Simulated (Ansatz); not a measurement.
# Lattice parameter a of some cubic elemental metals

Method: r²SCAN0 in Ansatz (plane waves, PAW). References are measured values corrected to a static lattice. The table is a random draw of 6 from 23 solids with such references.

Values in Å.

| solid | reference | r²SCAN0 | error (%) |
|---|---|---|---|
| bcc K | 5.212¶ | 5.367 | +2.97 |
| bcc Li | 3.449¶ | ? | ? |
| fcc Ag | 4.062 | 4.115 | +1.30 |
| fcc Rh | 3.794 | 3.765 | -0.76 |
| bcc Ta | 3.299 | 3.306 | +0.21 |
| fcc Ca | 5.553¶ | 5.606 | +0.95 |

Problem. Estimate the withheld r²SCAN0 value.

Solution. The errors of the other rows run from -0.76 % to +2.97 %, with a median of +0.95 %; carried to the reference 3.449 it gives 3.482 Å. The run gives 3.492 Å (+1.25 %), +0.29 % from the estimate; the row was drawn at random, and such an estimate is rough. Over these 6 solids the mean error is +0.99 %, the mean absolute error 1.24 % (median 1.10 %), and the worst case bcc K at +2.97 %; the value is too high in 5 of 6 cases. Over all 23, from unrounded values, the mean error is +0.99 % and the mean absolute error 1.42 % (median 0.84 %). Caveats on values not shown: the cell is over a tenth larger than the published one: the level's own overestimate first of all, though another phase or state, or a fault of the published cell, is possible (1); the commensurate order stands in for chromium's spin-density wave, and the size of the moments varies much between levels (1).

All these references are brought to a static lattice.

Spin–orbit coupling is left out, also for the solids with elements from indium on (bcc Ta); its size isn't shown.

¶ marks references of a special kind: bcc K, 5.212 Å (measured, low-temperature or extrapolated to 0 K; zero-point anharmonic expansion removed; as tabulated in Csonka et al. (2009), arXiv:0903.4037); bcc Li, 3.449 Å (measured, low-temperature or extrapolated to 0 K; zero-point anharmonic expansion removed, our sources range from 3.443 to 3.453; as tabulated in Csonka et al. (2009), arXiv:0903.4037); fcc Ca, 5.553 Å (measured, low-temperature or extrapolated to 0 K; zero-point anharmonic expansion removed; as tabulated in Csonka et al. (2009), arXiv:0903.4037).

Exact exchange on metals is sensitive to the k mesh.

Differences are worked out from the printed values.

Ansatz's density-functional and Hartree–Fock values are scalar-relativistic unless marked +SOC, with PAW data made under PBE.

Ansatz's runs of these crystals have no spin polarisation. Meta-GGAs and exact exchange favour moments, which can bear on fcc Rh.

Not in this set, of the elemental metals with a reference value in our tables and a result at some level: 19 for a reference at room or unstated temperature; 1 for a run that failed a test (r²SCAN0); 1 for no value at r²SCAN0 (not run, a failed fit, an unstable or unbound cell, or a value held back for tests). These can be a level's best or worst cases. Solids without a released value at any level aren't counted. Layered and molecular crystals are counted apart. The metals Ce to Yb are counted apart.

References as tabulated in Csonka et al. (2009), arXiv:0903.4037; Mejia-Rodriguez and Trickey (2018), arXiv:1807.09216.

Ansatz is a program for electronic structure.
